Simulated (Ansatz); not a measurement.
```yaml
crystal:
  periodic: [false, false, false]
  atoms:
    - {symbol: Zr, position_ang: [-0.002927, -0.001764, -0.556139]}
    - {symbol: Cl, position_ang: [2.095274, 0.014632, 0.465944]}
    - {symbol: Cl, position_ang: [-1.055264, 1.807356, 0.476839]}
    - {symbol: Cl, position_ang: [-1.032480, -1.817450, 0.488215]}
basis:
  gaussian: {orbitals: def2-TZVP}
magnetization: {spin_polarized: true, initial_magnetization: 3}
hamiltonian: {xc: pbe0}
relax: {f_tol: 0.004, max_steps: 80}
```

```sh
$ ansatz run in.yaml --threads 1 --pin off --events-out ev --progress --plain --max-ram 2176MiB
```

Steps of the relaxation (energy above the last step; positions in Å, forces in eV/Å):

```
4
step 1, 1431.5 meV
Zr   -0.003   -0.002   -0.556    0.077   -0.005   -1.655
Cl    2.095    0.015    0.466    1.381    0.010    0.516
Cl   -1.055    1.807    0.477   -0.737    1.221    0.566
Cl   -1.032   -1.817    0.488   -0.721   -1.226    0.573
```

```
4
step 2, 1140.2 meV
Zr    0.007   -0.002   -0.521    0.174    0.003    0.482
Cl    2.268    0.016    0.450   -0.097   -0.001   -0.212
Cl   -1.147    1.940    0.467   -0.038   -0.051   -0.135
Cl   -1.123   -1.951    0.479   -0.039    0.050   -0.135
```

```
4
step 3, 1020.6 meV
Zr    0.045   -0.001   -0.327    0.609    0.005    0.494
Cl    2.406    0.016    0.373   -0.378   -0.003   -0.293
Cl   -1.236    1.991    0.408   -0.115   -0.120   -0.100
Cl   -1.211   -2.004    0.421   -0.116    0.118   -0.101
```

```
4
step 11, 0.0 meV
Zr    0.501    0.004    0.197    0.000    0.000    0.000
Cl    2.849    0.018    0.095    0.000    0.000    0.000
Cl   -1.681    1.297    0.287    0.000    0.000    0.000
Cl   -1.665   -1.317    0.296    0.000    0.000    0.000
```

Close pairs at the end: Zr1–Cl2 2.350 Å, Zr1–Cl4 2.539 Å, Zr1–Cl3 2.539 Å, Cl3–Cl4 2.614 Å.

A stationary point of unrestricted PBE0 after 11 steps, with ⟨S²⟩ = 3.758 against 3.75 for a pure state; no frequencies were run, so it isn't proven a minimum. 6.1 min on 1 thread of Intel Xeon Platinum 8375C, shared host.
